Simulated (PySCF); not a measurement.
# How exact exchange moves a shielding

Molecule: `C[C@H](F)CF`, C3H6F2.

Geometry:
```tsv
atom	x (Å)	y (Å)	z (Å)
C1	1.163	0.303	-0.514
C2	0.082	-0.575	0.072
F3	-0.296	-1.513	-0.866
C4	-1.139	0.205	0.490
F5	-2.019	-0.597	1.162
H6	0.774	0.890	-1.360
H7	1.567	0.995	0.239
H8	1.986	-0.324	-0.884
H9	0.459	-1.125	0.953
H10	-1.637	0.614	-0.407
H11	-0.841	1.042	1.145
```

GIAO shieldings (ppm, equivalent atoms averaged) in PySCF 2.14 on the PBE0-D3(BJ)/def2-SVP geometry, basis pcSseg-2, gas phase, non-relativistic:

| functional | exact exchange (%) | σ(C2) | σ(C4) | σ(F3) | σ(F5) |
| --- | --- | --- | --- | --- | --- |
| BLYP | 0 | 77.3 | 80.4 | 359.9 | 401.6 |
| BP86 | 0 | 83.0 | 85.9 | 364.0 | 405.7 |
| PBE | 0 | 83.0 | 85.6 | 361.8 | 404.2 |
| PBE0 | 25 | 91.6 | 93.8 | 379.0 | 418.5 |
| mPW1PW91 | 25 | 91.0 | 93.4 | 379.9 | 418.6 |
| BHandHLYP | 50 | 94.1 | 96.3 | 390.8 | 428.1 |
| HF | 100 | 108.8 | 110.3 | 414.6 | 446.3 |

Problem. Fit each shielding as a line in the percentage of exact exchange.

Solution. σ(C2) = 82.1 + 0.27 x (rms 2.4 ppm); σ(C4) = 84.9 + 0.26 x (rms 2.2 ppm); σ(F3) = 363.4 + 0.53 x (rms 2.2 ppm); σ(F5) = 405.3 + 0.43 x (rms 2.2 ppm). The functionals also differ in their semilocal parts, which the line can't hold; Hartree–Fock has no correlation at all.

Problem. What does the line predict for B3LYP (20 %), and what does the run give?

Solution. σ(C2): 87.5 predicted, 84.7 computed; σ(C4): 90.1 predicted, 87.3 computed; σ(F3): 374.0 predicted, 374.1 computed; σ(F5): 413.9 predicted, 413.9 computed ppm.
